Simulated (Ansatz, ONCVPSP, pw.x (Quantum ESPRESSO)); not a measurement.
pw.x on fcc W: one setting changed

Potential: optimised norm-conserving Vanderbilt (ONCV), ONCVPSP 4.0.1.1 (patched build), PBEsol; core [Kr] 4d10 4f14, reference 5s2 5p6 5d4 6s2; waves: 5s+6s: rc 2.52 bohr, ncon 4, nbas 7, qcut 7.8 1/bohr, 2 projectors; 5p: rc 1.80 bohr, ncon 4, nbas 7, qcut 6 1/bohr, 2 projectors, debl 1.7 Ha; 5d: rc 2.45 bohr, ncon 4, nbas 8, qcut 7.8 1/bohr, 2 projectors, debl 3.8 Ha; local part: polynomial inside 1.25 bohr (lpopt 4, dvloc0 0 Ha); core correction: Teter function fitted to the true core (icmod 2), fcfact 0.45.

The reference run (k-mesh 14³, cutoffs 50/200 Ry, Fermi–Dirac 0.01 Ry, mixing_beta 0.4, conv_thr 1e-9, no spin) gives -2.94 GPa at 15.995 Å³/atom, where all-electron LAPW gives 0.14 GPa. This run, with its own iteration cap, changes k-mesh shift to 1.

```
&control
  calculation='scf', prefix='x', pseudo_dir='./', outdir='./tmp', tstress=.true., disk_io='none'
/
&system
  ibrav=0, nat=1, ntyp=1, ecutwfc=50, ecutrho=200, nbnd=15,
  occupations='smearing', smearing='fd', degauss=0.01
/
&electrons
  conv_thr=1e-09, mixing_beta=0.4, electron_maxstep=60
/
ATOMIC_SPECIES
W 1.0 W.UPF
CELL_PARAMETERS angstrom
  0.00000000 1.99979164 1.99979164
  1.99979164 0.00000000 1.99979164
  1.99979164 1.99979164 0.00000000
ATOMIC_POSITIONS crystal
W 0.0000 0.0000 0.0000
K_POINTS automatic
14 14 14 1 1 1
```

```bash
pw.x < W.scf.in > W.scf.out
```

How does the run end?

It converges in 7 iterations; the free energy moves by +0.4 meV/atom and the pressure by -0.11 GPa.

```
Message from routine setup:
     using ibrav=0 with symmetry is DISCOURAGED, use correct ibrav instead
     lattice parameter (alat)  =       5.3444  a.u.
     unit-cell volume          =     107.9396 (a.u.)^3
     number of electrons       =        14.00
     number of Kohn-Sham states=           15
     kinetic-energy cutoff     =      50.0000  Ry
     charge density cutoff     =     200.0000  Ry
     scf convergence threshold =      1.0E-09
     Exchange-correlation= PBESOL
     number of k points=   280  Fermi-Dirac smearing, width (Ry)=  0.0100
     iteration #  1     ecut=    50.00 Ry     beta= 0.40
     total energy              =    -155.62046549 Ry
     estimated scf accuracy    <       0.03689068 Ry
     iteration #  2     ecut=    50.00 Ry     beta= 0.40
     total energy              =    -155.62105985 Ry
     estimated scf accuracy    <       0.00519989 Ry
     iteration #  3     ecut=    50.00 Ry     beta= 0.40
     total energy              =    -155.62164848 Ry
     estimated scf accuracy    <       0.00029731 Ry
     iteration #  4     ecut=    50.00 Ry     beta= 0.40
     total energy              =    -155.62166532 Ry
     estimated scf accuracy    <       0.00000309 Ry
     iteration #  5     ecut=    50.00 Ry     beta= 0.40
     total energy              =    -155.62166641 Ry
     estimated scf accuracy    <       0.00000032 Ry
     iteration #  6     ecut=    50.00 Ry     beta= 0.40
     total energy              =    -155.62166644 Ry
     estimated scf accuracy    <          1.3E-09 Ry
     iteration #  7     ecut=    50.00 Ry     beta= 0.40
     the Fermi energy is    21.4282 ev
!    total energy              =    -155.62166644 Ry
     estimated scf accuracy    <          2.3E-10 Ry
     smearing contrib. (-TS)   =      -0.00517568 Ry
     The total energy is F=E-TS. E is the sum of the following terms:
     one-electron contribution =     -17.93086139 Ry
     hartree contribution      =      17.28034630 Ry
     xc contribution           =     -36.06956723 Ry
     ewald contribution        =    -118.89640845 Ry
     convergence has been achieved in   7 iterations
          total   stress  (Ry/bohr**3)                   (kbar)     P=      -30.44
     Message from routine punch:
     Nothing written, as per user request (disk_io='none')
```

The run took about 31 s on one core of a shared host (Neoverse-V1, 32 threads, 247 GiB, load 30).
